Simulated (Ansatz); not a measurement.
CH3BO (`B1CO1`). The species carries charge 0 and has multiplicity 1. All single points use the PBE0-D4/def2-TZVP geometry.

```xyz
6

B     0.797   -0.097   -0.332
C    -0.642    0.105    0.079
O     0.525   -0.230    0.960
H     1.749   -0.170   -1.032
H    -1.376   -0.695    0.037
H    -1.054    1.087    0.288
```

Task: What is the dipole moment at B3LYP/def2-TZVPP? (Estimate.)

Result: Ansatz gave: 1.30 D, with components (-0.55, 0.26, -1.14) D in this frame, pointing from negative to positive charge.

Task: And with PBE, r2SCAN, ωB97M-V? (Best estimate.)

Result: The calculation gave: PBE 1.11 D, r2SCAN 1.20 D, ωB97M-V 1.30 D.

Task: Give the Mulliken charges with B3LYP, ωB97M-V, r2SCAN in def2-TZVPP. (An estimate is asked.)

Result: The calculation gave: 
```csv
atom,B3LYP,ωB97M-V,r2SCAN
B1,0.07,0.05,0.10
C2,-0.10,-0.12,-0.02
O3,-0.25,-0.25,-0.25
H4,0.05,0.09,0.02
H5,0.11,0.12,0.08
H6,0.11,0.12,0.08
```

B3LYP here is the variant with VWN-RPA as its local correlation; programs differ in this.
